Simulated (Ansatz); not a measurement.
```yaml
crystal:
  periodic: [false, false, false]
  atoms:
    - {symbol: Cu, position_ang: [-0.388791, 0.002994, 0.002401]}
    - {symbol: C, position_ang: [1.557571, -0.011996, -0.009621]}
    - {symbol: H, position_ang: [1.976105, -1.016037, -0.007278]}
    - {symbol: H, position_ang: [1.993006, 0.489369, 0.851950]}
    - {symbol: H, position_ang: [1.982233, 0.480833, -0.881433]}
basis:
  gaussian: {orbitals: def2-TZVP}
hamiltonian: {xc: pbe0}
relax: {f_tol: 0.004, max_steps: 80}
```

```sh
$ ansatz run in.yaml --threads 1 --pin off --events-out ev --progress --plain --max-ram 2176MiB
```

Steps of the relaxation (energy above the last step; positions in Å, forces in eV/Å):

```
5
step 1, 64.1 meV
Cu   -0.389    0.003    0.002    0.679   -0.005   -0.004
C     1.558   -0.012   -0.010    0.133   -0.001   -0.001
H     1.976   -1.016   -0.007   -0.273   -0.358    0.003
H     1.993    0.489    0.852   -0.267    0.184    0.313
H     1.982    0.481   -0.881   -0.271    0.181   -0.311
```

```
5
step 2, 8.5 meV
Cu   -0.339    0.003    0.002    0.292   -0.002   -0.002
C     1.581   -0.012   -0.010    0.119   -0.001   -0.001
H     1.952   -1.041   -0.007   -0.137    0.009    0.001
H     1.969    0.502    0.874   -0.137   -0.003   -0.006
H     1.958    0.494   -0.903   -0.137   -0.003    0.008
```

```
5
step 3, 0.1 meV
Cu   -0.307    0.002    0.002   -0.006    0.000    0.000
C     1.594   -0.012   -0.010    0.036    0.000    0.000
H     1.936   -1.049   -0.007   -0.010    0.034    0.000
H     1.954    0.507    0.881   -0.010   -0.017   -0.030
H     1.943    0.498   -0.910   -0.010   -0.017    0.030
```

```
5
step 4, 0.0 meV
Cu   -0.307    0.002    0.002   -0.004    0.000    0.000
C     1.594   -0.012   -0.010    0.012    0.000    0.000
H     1.936   -1.049   -0.007   -0.003    0.007    0.000
H     1.954    0.506    0.881   -0.003   -0.003   -0.006
H     1.943    0.497   -0.910   -0.003   -0.003    0.006
```

```
5
step 5, 0.0 meV
Cu   -0.307    0.002    0.002   -0.001    0.000    0.000
C     1.594   -0.012   -0.010    0.002    0.000    0.000
H     1.936   -1.048   -0.007    0.000    0.000    0.000
H     1.954    0.506    0.880    0.000    0.000    0.000
H     1.943    0.497   -0.910    0.000    0.000    0.000
```

Close pairs at the end: C2–H3 1.091 Å, C2–H5 1.091 Å, C2–H4 1.091 Å, Cu1–C2 1.901 Å.

A stationary point of restricted PBE0 after 5 steps (its stability towards spin polarisation wasn't tested); no frequencies were run, so it isn't proven a minimum. 11 s on 1 thread of Intel Xeon 6975P-C, shared host.
